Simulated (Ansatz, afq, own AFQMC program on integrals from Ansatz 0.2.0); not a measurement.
## Where AFQMC and coupled cluster stand for P, quartet

A free P atom.

Basis aug-cc-pVTZ. Noble-gas cores (and the filled d shells of Ga–Kr and In–Xe) are frozen. AFQMC by an in-house program on the Cholesky factors that Ansatz 0.2.0 writes for its CCSD(T) run. The CISD trial takes its coefficients from CCSD amplitudes. Released means that phaseless walkers are propagated on without the constraint, phases kept. Free AFQMC starts from the CCSD state and is never constrained. Its projection time is finite, and what remains of the start isn't in its error. Error bars are statistical, one sigma.

Determinant: UHF, the one that the program's search chose, which needn't be the lowest solution.

Full CI on the same integrals is exact in this basis and with this determinant's frozen core.

Cautions: the released energies have errors that jump between times, so the bars are unsure, so no released level is given (meV from the phaseless value at times in 1/Eh: -1.4 ± 1.0 at 0.24, -2.7 ± 0.9 at 0.50, 48 ± 51 at 1.00, -3.5 ± 0.7 at 1.50), though the last usable value meets full CI within the noise.

```
T1 diagnostic                               : 0.0044
weight of the determinant in the CISD state : 0.936
⟨S²⟩ of the determinant                     : 3.751
size of the correlated space                : 5 electrons in 45 orbitals
```

Reference: full CI, correlation energy -2.903 eV.

| level | E − E(reference) (mEh) | share of correlation (%) |
| --- | --- | --- |
| HF | 106.69 | 0.00 |
| MP2 | 22.42 | 78.98 |
| CCSD | 4.96 | 95.35 |
| CCSD(T) | 0.97 | 99.09 |
| CCSDT | 0.15 | 99.86 |
| CCSDT(Q) | 0.03 | 99.98 |
| ph-AFQMC/HF | -0.01 ± 0.60 | 100.01 |
| ph-AFQMC/CISD | 0.15 ± 0.05 | 99.86 |
| free AFQMC | -0.03 ± 0.04 | 100.02 |

CCSDT and higher add their correlation energy to the determinant of the CCSD(T) run, since their own runs factorise the integrals more tightly (a shift of under 2 meV). Free projections are given only where their last times agree within the noise and don't stop above the reference; a slow remainder of the start can still hide under it. A walk keeps the symmetry of its determinant, which the program's search chose and which needn't be the lowest solution, so a lower state of the same spin and another symmetry isn't excluded.
